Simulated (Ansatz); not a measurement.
Ansatz (a program for electronic structure) input (PBE0/def2-TZVPD):

Ansatz 0.2 input:
```yaml
crystal:
  periodic: [false, false, false]
  atoms:
    - {symbol: Cl, position_ang: [0.00000000, 0.00000000, 0.00000000]}
basis:
  gaussian:
    orbitals: def2-TZVPD
hamiltonian:
  xc: {name: PBE0}
total_charge: -1
scf: {lower_state_search: full}
```

Output:

```
Functional definition: PBE0
integrals: 0.00 GiB planned
308 factors; their error is unknown
mean field: 0.08 GiB planned
mean field evaluation 1: about -12518.1457 eV, gradient 3.2e1 eV
mean field evaluation 2: about -12518.0494 eV, gradient 3.7e1 eV
mean field evaluation 4: about -12520.7272 eV, gradient 2.8e-1 eV
mean field evaluation 8: about -12520.7570 eV, gradient 2.2e-4 eV
mean field -12520.75703939 eV, -460.1293343236 hartree, gradient 9.9e-6 eV, S^2 0.000000; 0 other end points of the search recorded, 0 dependent functions left out
reference -12520.75705855 eV, -460.1293350276 hartree; 9, 9 occupied and 37, 37 virtual orbitals, 308 factors
Total energy: -12520.75705855 eV, -460.1293350276 hartree
```
